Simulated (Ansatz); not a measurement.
Born–Oppenheimer molecular dynamics of BClH4O (7 atoms, charge 0, multiplicity 1). It starts at the highest image of a converged band, a first-order saddle point between two minima.

All numbers below come from RKS BHLYP-D4/def2-SVP in Ansatz.

| Property | Result |
| --- | --- |
| ensemble | NVE (velocity Verlet) |
| time step | 0.5 fs |
| steps asked | 200 |
| starting velocities drawn for | 300 K |
| seed | 7346 |

First frame:

```xyz
7
Properties=species:S:1:pos:R:3
B 0.075 -0.316 -0.100
Cl -0.084 0.194 2.103
H 1.139 0.135 -0.377
H -0.947 0.040 -0.602
O 0.111 -1.715 0.364
H -0.715 -2.176 0.211
H 0.070 -1.191 1.491
```

**Question.** How far do the bonds stretch over the last three quarters of this one trajectory? (Pairs bonded in most of those frames.)

**Answer.** 
| bond | mean (Å) | spread (Å) | shortest | longest |
| --- | --- | --- | --- | --- |
| B1–H3 | 1.198 | 0.015 | 1.17 | 1.23 |
| B1–H4 | 1.206 | 0.022 | 1.17 | 1.24 |
| B1–O5 | 1.347 | 0.019 | 1.32 | 1.42 |
| Cl2–H7 | 1.284 | 0.024 | 1.25 | 1.34 |
| O5–H6 | 0.956 | 0.024 | 0.92 | 0.99 |

Mean temperature of the second half: 1457 K. The conserved energy stayed within 0.24 meV per atom of its start (net change 0.061 meV per atom), so the integration is sound. The system heated up, since it started high on the potential surface and ran downhill. A run of 0.1 ps of so small a system gives no equilibrium averages. The orbitals stay closed-shell, which can raise the energy where a bond breaks towards radicals; this wasn't checked here.

Run time: 2.2 min on 1 thread of AMD EPYC 9R45 96-Core Processor (Zen 5), on a shared host, peak memory 0.14 GiB.
